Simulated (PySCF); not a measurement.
**Ionising NaH**

r²SCAN; basis Na pcseg-2, H pcseg-2; no relativity; PySCF 2.14. Neutral (UKS): singlet (closed shell), Re = 1.903 Å, ωe = 1158 cm⁻¹, De = 1.87 eV, HOMO -4.21 eV, LUMO -1.24 eV.

NaH⁺ (UKS): doublet (σ ↑), Re = 2.552 Å, ωe = 352 cm⁻¹, De = 0.08 eV to Na⁺ + H. The energies at the minima are -162.81833 hartree for NaH and -162.56363 for NaH⁺.

Work out the adiabatic ionisation energy, without and with harmonic zero-point energies (1 hartree = 27.2114 eV, 1 eV = 8065.5 cm⁻¹), and the change of the bond length.

At r²SCAN: 0.25470 hartree = 6.931 eV between the minima; the zero-point term (352.0 − 1158.0)/2 cm⁻¹ = -0.050 eV makes it 6.881 eV. Re changes by +64.9 pm against the neutral. Minus the HOMO energy is 4.21 eV, -2.72 eV from the value between the minima; self-interaction puts the Kohn–Sham level too high, less so with exact exchange. The electron leaves a σ orbital, and the ion is left as a loose complex of an ion and an atom.

Weak bonds: NaH⁺. Basis-set superposition, not corrected here, can be much of De in a small basis, most of all at correlated wavefunction levels. For an ion De counts to the pair picked by the measured ionisation energies or electron affinities, which need not be the lowest pair at this level. States were picked by a PBE0 search and need not be the measured ground states.
